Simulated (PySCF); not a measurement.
# H3O4P: the cost of one run

Programs: PySCF 2.14.0, with density-fitted response routines of our own. Each step states its level of theory. These are calculated values for one molecule in the gas phase, unless marked as measured. Atoms are numbered from 0 throughout.

## 1. The molecule as given

8 atoms, charge 0, multiplicity 1; geometry from: GFN2-xTB. The atoms were then displaced at random by about 0.01 Å, so the start is not that level's minimum.

Bonds of the start (Å): O0–P1 1.47, P1–O2 1.61, P1–O3 1.63, P1–O4 1.58, O2–H5 0.97, O3–H6 0.94, O4–H7 0.95.

## 2. Optimising the geometry at PBE0-D3(BJ)/def2-SVP

The job: settings as JSON, then the geometry in Å.

```
{"job": {"xc": "PBE0", "basis": "def2-SVP", "d3": "d3bj", "grid": 1, "shake": 0.01, "kind": "geom"}, "charge": 0, "multiplicity": 1}
O      0.609000    -0.250150     1.626000
P      0.003350    -0.110460     0.288810
O     -0.561750     1.346840    -0.097240
O      1.069240    -0.429280    -0.904620
O     -1.234330    -1.035940    -0.035580
H     -0.165500     1.998400     0.501980
H      1.884750    -0.684860    -0.521350
H     -1.549640    -0.853690    -0.910470
```

Run with:

```bash
$ OMP_NUM_THREADS=1 python probes_run.py task.json out
```

The driver reads the jobs from task.json and runs them one after another.

**Question.** How long does this first job take on 1 thread of Arm Neoverse V1, shared host, and how much memory does it need?

About 13 s, with a peak of 0.39 GiB.
